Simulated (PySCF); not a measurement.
CH2O. Atoms are numbered in the order given.

```xyz
4

C      0.0000     0.0000    -0.5264
O      0.0000     0.0000     0.6735
H      0.0000     0.9421    -1.1148
H      0.0000    -0.9421    -1.1148
```

Coordinates come from a r2SCAN-D4/def2-TZVPD optimisation.

Calculation: PBE/def2-TZVPD (PySCF).

The molecule is in vacuum.

The total energy is -114.42034 hartree. The point group is C2v and the highest occupied level is -6.25 eV. The lowest empty level comes out as -2.63 eV, the orbital gap comes out as 3.61 eV and the dipole moment is 2.20 D. The quadrupole, principal values (traceless, Buckingham form, about the centre of nuclear charge) is -0.69, 0.33, 0.36 D·Å. The mean static polarisability is 18.7 bohr³ (2.77 Å³) and the polarisability, principal values is 13.4, 19.3, 23.4 bohr³.
